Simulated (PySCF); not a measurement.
# The first ionisation energy along group 16

All values are computed (PySCF 2.14, energy differences of UHF-based or UKS calculations, no spin-orbit coupling). Values in eV. The last column holds reference values (NIST; (s) semi-empirical, (t) theoretical, else measured). Unmarked ones compare directly (S terms, centres of terms, or small fine structure); those marked * lie between the lowest fine-structure levels and include a spin-orbit shift.

```
                           element                         configurations     LDA     PBE    PBE0  r2SCAN  MP2 (valence)  SCS-MP2 (valence)  reference
 O (aug-cc-pVDZ-DK, spin-free X2C)            [He] 2s2 2p4 → [He] 2s2 2p3  13.988  14.039  13.842  13.711         13.086             13.105     13.608
 S (aug-cc-pVDZ-DK, spin-free X2C)            [Ne] 3s2 3p4 → [Ne] 3s2 3p3  10.539  10.397  10.377  10.346          9.759              9.786     10.336
Se (aug-cc-pVDZ-DK, spin-free X2C)  [Ar] 3d10 4s2 4p4 → [Ar] 3d10 4s2 4p3   9.877   9.619   9.610   9.675          9.021              9.040      9.635
```

Problem. Which of these methods has the smallest mean absolute error against the measured values here?

Solution. r2SCAN, with 0.051 eV.

```
           method  elements  mean error (eV)  mean absolute error (eV)  largest error (eV)
              LDA         3            0.275                     0.275               0.379
              PBE         3            0.159                     0.169               0.431
             PBE0         3            0.083                     0.100               0.233
           r2SCAN         3            0.051                     0.051               0.102
    MP2 (valence)         3           -0.571                     0.571              -0.614
SCS-MP2 (valence)         3           -0.549                     0.549              -0.595
```

Errors include the incompleteness of the basis and the frozen core.

"Valence" correlates the outer s and p shells and, in groups 3 to 12 and the f block, the outer d or f shell, open or full, or the next shell where the ion has no valence electron left; the wider scheme adds the next inner shell.
